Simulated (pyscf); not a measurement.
Single points on ωB97X-D3(BJ)/def2-SVP structures (PySCF, gas phase). Correlated levels are frozen-core, on RHF or UHF. ΔMP2 is the change of the MP2 total energy from the triple- to the quadruple-zeta basis.

Estimate the classical barrier height and the reaction energy of H₃Si–SH (SMILES [SiH3]S) + HF (SMILES F) → H₂S (SMILES S) + F–SiH₃ (SMILES F[SiH3]) at CCSD(T)/def2-TZVPP + ΔMP2(QZVPP). The step runs on the singlet surface, breaks S–Si, F–H and forms H–S, F–Si; take the separated reactants as zero.

ΔE‡ = 1.19 eV, ΔE = -0.75 eV. Zero-point energy shifts the barrier by 0.00 eV. It is a four-centre exchange, with an imaginary mode of 734i cm⁻¹. On the reactant side the descent ends in a complex, 0.25 eV under the separated species and 1.31 eV under the saddle at ωB97X-D3(BJ)/def2-TZVP. At ωB97X-D3(BJ) the barrier from the zero used here is 1.06 eV. This is the saddle that the search found; another between the same sides may lie lower. The CCSD(T) − MP2 part came from Ansatz, without density fitting, on the same reference.
